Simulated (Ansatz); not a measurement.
Relative stability

The two ends of one reaction step of CH8AlN, closed shell (PBE0-D4/def2-TZVP).

A:

```xyz
11
angstrom
Al 0.1222 -1.3291 0.9061
H 1.2944 -1.8751 -0.0447
H -1.3810 -1.7398 0.5215
H 0.4610 -1.1324 2.4623
H 0.9955 1.0391 0.5424
N 0.0959 0.6286 0.3103
C -0.1930 0.8051 -1.1211
H -0.5938 1.1179 0.8729
H -0.2012 1.8566 -1.4158
H -1.1627 0.3582 -1.3376
H 0.5625 0.2710 -1.6965
```

B:

| atom | x (Å) | y (Å) | z (Å) |
| --- | --- | --- | --- |
| Al1 | -0.3137 | -0.9869 | 0.9209 |
| H2 | 2.3916 | -1.4854 | 0.6431 |
| H3 | -0.4327 | -2.2033 | -0.0875 |
| H4 | -0.1223 | -1.1290 | 2.4870 |
| H5 | 2.3135 | -0.7527 | 0.5058 |
| N6 | -0.4908 | 0.6467 | 0.2635 |
| C7 | -0.6834 | 1.0440 | -1.1140 |
| H8 | -0.4505 | 1.4412 | 0.8846 |
| H9 | 0.1379 | 1.6666 | -1.4903 |
| H10 | -1.6161 | 1.6015 | -1.2619 |
| H11 | -0.7336 | 0.1573 | -1.7512 |

Ansatz 0.2.0; basis: def2-TZVPP; cores frozen in the correlated methods. B3LYP uses VWN-RPA correlation.

Q: Which structure is lower at CCSD(T), and by how much? (An estimate is asked for; the value comes from the calculation.)

A: By the calculation: A, by 56.1 kJ/mol (electronic energy, against the other). By their contacts, A is CH₈AlN ([CH3][NH2][AlH3]) and B is a complex of CH₆AlN ([CH3][NH][AlH2]) + H₂.

All methods give the same order:

```csv
method,E(B) − E(A) (kJ/mol)
SPW92,66.1
PBE-D4,50.7
BLYP-D4,40.5
r2SCAN-D4,54.9
B97M-V,67.1
PBE0-D4,60.3
B3LYP-D4,49.5
r2SCAN0-D4,61.1
BHLYP-D4,59.8
CAM-B3LYP-D4,55.8
wB97X-V,59.1
wB97M-V,54.7
B2PLYP,49.4
PBE-QIDH,61.4
RPA on PBE,54.2
HF,64.9
MP2,49.4
CCSD,58.5
CCSD(T),56.1
```

T1 diagnostic: at most 0.011.

Labels in which every atom is bracketed show which atoms are joined, not bond orders.

For scale, one of the runs: CCSD(T)/def2-TZVPP, 216 basis functions, launched by `ansatz run in.yaml --threads 2 --pin off --events-out ev --progress --plain --max-ram 4352MiB`. Hardware: 2 CPU threads of an Intel Xeon 6975P-C, shared host. Wall time 26 s; peak host memory 3.3 GiB.
